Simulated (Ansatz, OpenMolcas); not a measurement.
## Worked example: the enthalpy of formation of C2H4S (SMILES C1CS1)

C2H4S has 7 atoms, charge 0, and is taken as a singlet. As SMILES, `C1CS1`. The coordinates come from a PBE0-D4/def2-TZVP relaxation.

Total energies at HF/aug-cc-pVDZ (OpenMolcas 26.06); the atoms run unrestricted:

| species | state | energy (Eh) |
| --- | --- | --- |
| C2H4S | singlet | -475.577135 |
| C | triplet | -37.687763 |
| S | triplet | -397.498740 |
| H | doublet | -0.499334 |

Harmonic wavenumbers at PBE0-D4/def2-TZVP, in cm⁻¹: 667, 717, 835, 902, 963, 1043, 1075, 1159, 1190, 1464, 1490, 3140, 3141, 3222, 3236.

Measured heats of formation of the gaseous atoms at 298.15 K, in kJ/mol: C 716.9, S 277.0, H 218.0. Spin-orbit lowering of the atoms at 298 K (mean of the ground term's levels less their thermal mean, from spectra), in kJ/mol: C 0.02, S 1.88. Take 1 Eh = 2625.50 kJ/mol, 1 cm⁻¹ = 0.0119627 kJ/mol, RT = 2.479 kJ/mol.

**Question.** Work out the heat of formation of the gas at 298 K.

**Answer.** 
1. Electronic atomisation energy: 2 × (-37.687763) + (-397.498740) + 4 × (-0.499334) − (-475.577135) = 0.705533 Eh = 1852.4 kJ/mol.
2. Zero-point energy: half the sum of the wavenumbers, 12122 cm⁻¹ = 145.0 kJ/mol.
3. Thermal vibrational enthalpy, Σ hcν̃/(exp(hcν̃/kT) − 1): 1.3 kJ/mol. Translation, rotation and pV of a non-linear molecule: 4 RT = 9.9 kJ/mol.
4. The 7 free atoms carry 5/2 RT each: 43.4 kJ/mol.
5. Spin-orbit coupling lowers the free atoms by 2 × 0.02 + 1.88 = 1.9 kJ/mol.
6. Atomisation enthalpy at 298 K: 1852.4 − 1.9 − 145.0 − 1.3 − 9.9 + 43.4 = 1737.7 kJ/mol.
7. Sum of the atoms' heats of formation: 2582.8 kJ/mol. Heat of formation: 2582.8 − 1737.7 = +845.1 kJ/mol.

The tabulated value is +82.0 kJ/mol (CRC Handbook of Chemistry and Physics), so this level is off by +763.1 kJ/mol, or 30.5 % of the atomisation enthalpy that the table implies (2500.7 kJ/mol). Hartree–Fock leaves out correlation, which is larger in the molecule than in the atoms, so it underbinds and puts the heat of formation too high. Anharmonicity and any spin-orbit splitting of the molecule are left out.
